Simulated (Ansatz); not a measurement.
in.yaml

```yaml
crystal:
  periodic: [false, false, false]
  atoms:
    - {symbol: B, position_ang: [0.000000, 0.000000, 0.762520]}
    - {symbol: B, position_ang: [0.000000, 0.000000, -0.762520]}
    - {symbol: H, position_ang: [0.000000, 0.000000, 1.938254]}
    - {symbol: H, position_ang: [0.000000, 0.000000, -1.938254]}
basis:
  gaussian: {orbitals: 6-31G}
total_charge: 1
magnetization: {spin_polarized: true, initial_magnetization: 1}
correlation: {method: ccsdt_q, electrons: all, diis_vectors: 12}
output: {forces: true}
```

```sh
$ ansatz run in.yaml --threads 1 --pin off --events-out ev --progress --plain --max-ram 2393MiB
```

Log:

```
480 factors; integrals over basis functions are off by at most 1.5e-7 eV
mean field evaluation 1: about -1362.7519 eV, gradient 7.2e0 eV
mean field evaluation 2: about -1362.7541 eV, gradient 7.2e0 eV
mean field evaluation 4: about -1363.2948 eV, gradient 3.1e-1 eV
mean field evaluation 8: about -1363.2965 eV, gradient 2.1e-6 eV
mean field evaluation 16: about -1363.2983 eV, gradient 1.2e-1 eV
mean field evaluation 32: about -1363.2965 eV, gradient 3.2e-2 eV
mean field -1363.29652938 eV, -50.1002233791 hartree, gradient 6.2e-6 eV, S^2 0.753813; 2 other end points of the search recorded, 0 dependent functions left out
reference -1363.29652938 eV, -50.1002233791 hartree; 6, 5 occupied and 16, 17 virtual orbitals, 480 factors
second order -1.80669655 eV of doubles, -0.00000000 eV of singles
cycle   1  -2.22403427 eV  change   -4.2e-1 eV  update   5.1e-2
cycle   2  -2.44791833 eV  change   -2.2e-1 eV  update   2.2e-2
cycle   3  -2.46644538 eV  change   -1.9e-2 eV  update   6.2e-3
cycle   4  -2.46860083 eV  change   -2.2e-3 eV  update   1.9e-3
cycle   5  -2.46835295 eV  change    2.5e-4 eV  update   8.4e-4
cycle   6  -2.46821580 eV  change    1.4e-4 eV  update   3.5e-4
cycle   7  -2.46836123 eV  change   -1.5e-4 eV  update   1.4e-4
cycle   8  -2.46838792 eV  change   -2.7e-5 eV  update   4.5e-5
cycle   9  -2.46837001 eV  change    1.8e-5 eV  update   1.9e-5
cycle  10  -2.46836679 eV  change    3.2e-6 eV  update   7.8e-6
cycle  11  -2.46837030 eV  change   -3.5e-6 eV  update   3.2e-6
cycle  12  -2.46837032 eV  change   -1.9e-8 eV  update   1.2e-6
perturbative correction -0.00138000 eV, -0.0000507141 hartree
the calculation of the forces begins
Total energy: -1365.76627970 eV, -50.1909850292 hartree
Atom 0 at     0.000000     0.000000     0.762520 Å, force    -0.000000    -0.000000     3.366126 eV/Å
Atom 1 at     0.000000     0.000000    -0.762520 Å, force     0.000000    -0.000000    -3.366126 eV/Å
Atom 2 at     0.000000     0.000000     1.938254 Å, force     0.000000     0.000000     0.185532 eV/Å
Atom 3 at     0.000000     0.000000    -1.938254 Å, force    -0.000000    -0.000000    -0.185532 eV/Å
Dipole moment:     0.000000     0.000000    -0.000000 e Å
```

Forces (eV/Å):
```
B    0.000  0.000  3.366
B    0.000  0.000 -3.366
H    0.000  0.000  0.186
H    0.000  0.000 -0.186
```

Ran on 1 thread of AMD EPYC, shared host: 70 s wall, 0.38 GiB peak host memory.
